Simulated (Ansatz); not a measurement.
One arrangement of a pair

The pair of HCl (SMILES Cl, atoms 1–2) and Si$_{2}$H$_{6}$ (SMILES [SiH3][SiH3], atoms 3–10), both closed shells, in one local arrangement (a lower one may exist), relaxed at PBE0-D4/def2-TZVP:

```tsv
atom	x (Å)	y (Å)	z (Å)
Cl1	-0.4232	0.3103	-3.1592
H2	-0.7669	-0.4950	-2.2211
Si3	-0.4650	-0.9492	0.8083
Si4	0.7752	1.0163	0.5319
H5	-1.6093	-0.7291	1.7314
H6	-1.0282	-1.4192	-0.4931
H7	0.3872	-2.0441	1.3421
H8	1.3064	1.4308	1.8583
H9	-0.0886	2.0987	-0.0048
H10	1.9124	0.7803	-0.3940
```

Program: Ansatz 0.2.0. Basis: def2-TZVPPD, with def2-QZVPPD for the basis limit. Cores are frozen in the correlated methods. B3LYP uses VWN-RPA correlation. Extrapolation: Hartree–Fock as exp(−7.88 √X), correlation as X^−2.97. Interaction energies count from these two fragments, frozen as in the pair, with the counterpoise correction; negative means bound.

Question: What is the interaction energy by CCSD(T) at an estimated basis limit (MP2 extrapolated from triple and quadruple zeta, plus CCSD(T) − MP2 in triple zeta)? (An estimate is asked for; the value comes from the calculation.)

Answer: By the calculation: -6.2 kJ/mol. Hartree–Fock alone gives 5.4 kJ/mol at the basis limit, so without correlation the pair would not bind at this distance. It counts from the two fragments frozen as in the pair.

The same quantity by other methods in triple zeta, and each one's difference from that estimate:
```json
{"method": "PBE-D4", "E_int (kJ/mol)": "-8.7", "difference": "-2.4"}
{"method": "revPBE-D4", "E_int (kJ/mol)": "-6.4", "difference": "-0.2"}
{"method": "BLYP-D4", "E_int (kJ/mol)": "-6.8", "difference": "-0.5"}
{"method": "r2SCAN-D4", "E_int (kJ/mol)": "-6.4", "difference": "-0.2"}
{"method": "B97M-V", "E_int (kJ/mol)": "-6.9", "difference": "-0.6"}
{"method": "PBE0-D4", "E_int (kJ/mol)": "-7.5", "difference": "-1.3"}
{"method": "B3LYP-D4", "E_int (kJ/mol)": "-6.9", "difference": "-0.7"}
{"method": "HSE06-D4", "E_int (kJ/mol)": "-7.5", "difference": "-1.3"}
{"method": "wB97X-V", "E_int (kJ/mol)": "-5.9", "difference": "0.3"}
{"method": "wB97M-V", "E_int (kJ/mol)": "-6.1", "difference": "0.2"}
{"method": "B2PLYP", "E_int (kJ/mol)": "-1.7", "difference": "4.6"}
{"method": "HF", "E_int (kJ/mol)": "5.5", "difference": "11.8"}
{"method": "MP2", "E_int (kJ/mol)": "-5.5", "difference": "0.8"}
{"method": "CCSD", "E_int (kJ/mol)": "-2.9", "difference": "3.3"}
{"method": "CCSD(T)", "E_int (kJ/mol)": "-4.5", "difference": "1.7"}
```
Differences are method less estimate.

Question: Which atoms make the shortest contact between the fragments?

Answer: H2 and H6, 1.98 Å apart.

Basis-set superposition shift (counterpoise-corrected less uncorrected): CCSD(T) 2.0; MP2 2.0; HF 0.3; PBE0-D4 0.4; wB97M-V 0.3 kJ/mol.

T1 diagnostic: at most 0.013.

For scale, one of the runs: CCSD(T)/def2-TZVPPD, 266 basis functions, launched by `ansatz run in.yaml --threads 4 --pin off --events-out ev --progress --plain --max-ram 9574MiB`. Hardware: 4 CPU threads of an Arm Neoverse V2, shared host. Wall time 77 s; peak host memory 5.9 GiB.
